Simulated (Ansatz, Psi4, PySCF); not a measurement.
Molecule: C3H6Cl (charge 0, doublet). SMILES: CC[CH]Cl
Geometry from a B3LYP-D3(BJ)/def2-TZVP (Ansatz, a program for electronic structure) optimisation:
```
C
H 1 1.0953
H 1 1.1004 2 105.34
C 1 1.4825 2 109.38 3 118.14
H 4 1.0802 1 123.38 2 147.90
C 1 1.5287 2 110.34 3 -118.19
H 6 1.0905 1 110.68 2 58.64
H 6 1.0912 7 108.12 1 121.84
H 6 1.0919 7 107.80 8 116.46
Cl 4 1.7165 5 114.76 1 -163.20
```
Charge 0, spin multiplicity 2.

Wanted: atomisation energy, in kcal/mol. Set-up: spin-orbit terms left out; 6-311+G** with 5d, 6d on Na to Ar in Ansatz; non-relativistic; atomisation electronic, to ground-state atoms; LANL2DZ with its own core potentials from Na on; six Cartesian d functions in 6-31G* and its kin unless marked 5d; no dispersion term unless named; UHF or UKS for open shells; valence correlation only. Basis-set limits of correlation are two-point, X^-3; Hartree-Fock from the larger set. The bracket is a focal-point correction in the basis named. Ab initio and DFT rows: single points at B3LYP-D3(BJ) geometries (Ansatz).

Coupled cluster (Ansatz) is a level with limits of its own, used here on species with T1 under 0.025 (0.045 for open shells) and stable references: RI-MP2/CBS(cc-pV(T+d)Z,cc-pV(Q+d)Z)+[CCSD(T)-MP2]/cc-pV(D+d)Z.

Value to compare with, RI-MP2/CBS(cc-pV(T+d)Z,cc-pV(Q+d)Z)+[CCSD(T)-MP2]/cc-pV(D+d)Z (Ansatz): 881.6 kcal/mol.

```csv
level,program,atomisation energy (kcal/mol),difference
HF/6-311+G**,Ansatz,660.5,-221.1
SVWN5/6-31G*,Ansatz,1009.3,127.7
B3LYP/LANL2DZ,Ansatz,844.2,-37.4
B3LYP/6-31G*,Ansatz,877.1,-4.5
B3LYP/cc-pVDZ,Ansatz,863.7,-17.9
PBE0/6-31G*,Ansatz,889.7,8.1
M06-2X/6-311+G**,PySCF,875.1,-6.5
wB97X-D/6-31G*,Psi4,883.2,1.6
wB97X-D/6-311+G**,Psi4,876.1,-5.5
MP2/STO-3G,Ansatz,895.1,13.5
MP2/LANL2DZ,Ansatz,736.6,-145.0
MP2/6-31G*,Ansatz,812.7,-68.9
B3PW91/6-31G* (5d),PySCF,885.2,3.6
wB97X-V/def2-TZVPD,Ansatz,882.8,1.2
```

Among the 13 habitual levels, HF/6-311+G** lies farthest from RI-MP2/CBS(cc-pV(T+d)Z,cc-pV(Q+d)Z)+[CCSD(T)-MP2]/cc-pV(D+d)Z (Ansatz) (-221.1 kcal/mol) and wB97X-D/6-31G* nearest (1.6); 5 of 13 lie above it, and their mean absolute difference is 50.9 kcal/mol, the median 13.5. One case shows no general order.

The levels are drawn from those run, B3LYP/6-31G* more often than the rest, none by its result; runs whose electronic state is in doubt are left out.
